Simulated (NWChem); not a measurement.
Species: phosphine (PH₃); SMILES P

All runs: NWChem. Pople sets run with spherical d functions. Each level has its own optimisation. Computed dipoles belong to the equilibrium geometry; the measured one is vibrationally averaged.

Measured dipole moment: 0.58 D (NIST CCCBDB, as tabulated in the package chemicals).

| level | dipole moment (D) | computed − measured |
|---|---|---|
| Hartree-Fock/STO-3G | 0.60 | +0.02 |
| Hartree-Fock/3-21G | 1.24 | +0.66 |
| Hartree-Fock/6-31G* | 0.88 | +0.30 |
| B3LYP/6-31G* | (withheld) | (withheld) |
| LDA (Slater exchange, VWN5)/def2-SVP | 0.94 | +0.36 |
| PBE/def2-SVP | (withheld) | (withheld) |
| BLYP/def2-SVP | 0.71 | +0.13 |
| PBE0/def2-SVP | 0.91 | +0.33 |

### Question
Some entries are withheld; supply them.

### Answer

- PBE/def2-SVP, dipole moment (D): 0.85
- PBE/def2-SVP, computed − measured: +0.27
- B3LYP/6-31G*, dipole moment (D): 0.96
- B3LYP/6-31G*, computed − measured: +0.38
